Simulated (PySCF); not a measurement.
Simulated C 1s region for acetyl chloride, `CC(=O)Cl`, binding energy against the vacuum level.

Every computed line was given a Gaussian of 0.4 eV full width at half maximum and an area set by the number of equivalent atoms; the highest printed point is 100. Computed with delta-SCF UKS SCAN, pcX-2 on the ionised atom, pcseg-1 elsewhere, spin-free X2C in PySCF 2.14.0.

(binding energy (eV), intensity): (291.6, 1), (291.7, 5), (291.8, 18), (291.9, 46), (292.0, 80), (292.1, 100), (292.2, 88), (292.3, 55), (292.4, 24), (292.5, 8), (292.6, 2), (292.7, 0), (292.8, 0), (292.9, 0), (293.0, 0), (293.1, 0), (293.2, 0), (293.3, 0), (293.4, 0), (293.5, 0), (293.6, 0), (293.7, 0), (293.8, 0), (293.9, 0), (294.0, 0), (294.1, 0), (294.2, 0), (294.3, 0), (294.4, 0), (294.5, 0), (294.6, 0), (294.7, 0), (294.8, 0), (294.9, 3), (295.0, 11), (295.1, 33), (295.2, 67), (295.3, 95), (295.4, 97), (295.5, 69), (295.6, 35), (295.7, 13), (295.8, 3), (295.9, 1)

**Question.** How many maxima does the curve show, and how many computed lines lie under it?

**Answer.** The curve has 2 maxima (at 292.1 and 295.4 eV). Under it lie 2 lines from 2 inequivalent carbon sites.

**Question.** Decompose the envelope and assign each component. Numbering: `[CH3:1][C:2](=[O:3])[Cl:4]`.

**Answer.** 
| position (eV) | relative area | line | atoms | environment |
| --- | --- | --- | --- | --- |
| 292.11 | 1 | C 1s | C1 | methyl carbon next to a carbonyl |
| 295.35 | 1 | C 1s | C2 | acyl halide carbon |

**Question.** Above which line width would these two lines show one maximum?

**Answer.** Two equal Gaussians merge once their distance is under 2σ = FWHM/1.177. With 3.24 eV between them that is a full width over 3.81 eV.

The listed C 1s values span 3.24 eV, from C1 (bonded to C and 3 H) to C2 (bonded to O (double bond), Cl and C).

The curve has no shake-up lines and no vibrational structure. Geometry: PBE0-D3(BJ)/def2-SVP; no solvent, vibrations or thermal averaging.
